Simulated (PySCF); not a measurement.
# H6SSi2: the cost of one run

The runs use PySCF 2.14.0, with density-fitted response routines of our own; the level of theory stands in each step. All values are computed, except where a source is named. Atoms count from 0, in the outputs and in this text.

### 1 The starting structure

9 atoms, charge 0, multiplicity 1; geometry from: PBE0-D3(BJ)/def2-SVP.

Bonds of the start (Å): Si0–S1 2.15, S1–Si2 2.15, Si0–H3 1.49, Si0–H4 1.49, Si0–H5 1.49, Si2–H6 1.49, Si2–H7 1.49, Si2–H8 1.49.

### 2 Ultraviolet spectrum: wB97X-D/def2-SVPD

What the job is given:

```
{"job": {"kind": "uv", "xc": "wB97X-D", "basis": "def2-SVPD", "ip": true}, "charge": 0, "multiplicity": 1}
Si     1.371337     0.570458     0.298967
S     -0.093599     0.615889    -1.273434
Si    -1.658300    -0.527344    -0.341609
H      1.796609    -0.829622     0.598232
H      2.530475     1.362049    -0.199269
H      0.830419     1.182318     1.549661
H     -1.218070    -1.930900    -0.082847
H     -2.798127    -0.518598    -1.300267
H     -2.070833     0.090491     0.954363
```

With the program's defaults for keys left out, this is: TDDFT wB97X-D/def2-SVPD, vertical, gas phase, core orbitals frozen in the response.

The run is started by

```bash
$ OMP_NUM_THREADS=1 python probes_run.py task.json out
```

The driver reads the jobs from task.json and runs them one after another.

**Question.** How long does this first job take on 1 thread of Arm Neoverse V2, shared host, and how much memory does it need?

About 12 s, with a peak of 0.57 GiB.
